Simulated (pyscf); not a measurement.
HO–Hf(F)(F)–F (SMILES [OH][Hf]([F])([F])[F]) + NH₃ (SMILES N) → H₂O (SMILES O) + H₂N–Hf(F)(F)–F (SMILES [NH2][Hf]([F])([F])[F]) (four-centre exchange; singlet surface; Hf–O, H–N broken, H–O, Hf–N formed). Single points on ωB97X-D3(BJ)/def2-SVP structures (PySCF, gas phase). Energies in kcal/mol from the separated reactants.

```csv
level,barrier,reaction energy
PBE/def2-TZVP,(withheld),(withheld)
r²SCAN/def2-TZVP,4.9,+17.6
PBE0-D3(BJ)/def2-TZVP,4.8,+16.4
M06-2X/def2-TZVP,3.1,+16.2
ωB97M-D3(BJ)/def2-TZVP,(withheld),+17.4
HF/def2-TZVP,17.8,+18.7
```

Question: Some entries are withheld; supply them.

Answer: 
- PBE/def2-TZVP, barrier: 5.9
- PBE/def2-TZVP, reaction energy: +16.7
- ωB97M-D3(BJ)/def2-TZVP, barrier: 7.2

On the reactant side the descent ends in an adduct with a Hf–N contact, 26.5 kcal/mol under the separated species and 31.0 kcal/mol under the saddle at ωB97X-D3(BJ)/def2-TZVP. On the product side the descent ends in an adduct with a Hf–O contact (not fully relaxed), 20.2 kcal/mol under the separated species and 8.1 kcal/mol under the saddle at ωB97X-D3(BJ)/def2-TZVP. At PBE, r²SCAN, PBE0-D3(BJ), M06-2X, ωB97M-D3(BJ)/def2-TZVP, HF the saddle lies under the separated products, which points to a path from their complex (located at ωB97X-D3(BJ) alone), and parting the products costs more than the saddle. What is counted as formed (Hf–N) is already present as a longer contact in the reactant adduct; forming that adduct is a step of its own. What is counted as broken (Hf–O) persists as a longer contact in the product adduct; parting that adduct is a step of its own. At ωB97X-D3(BJ)/def2-TZVP the barrier from the zero used here is 4.5 kcal/mol. One saddle was located; it need not be the lowest between these sides. Elements past Kr carry the def2 core potentials, without spin-orbit coupling.
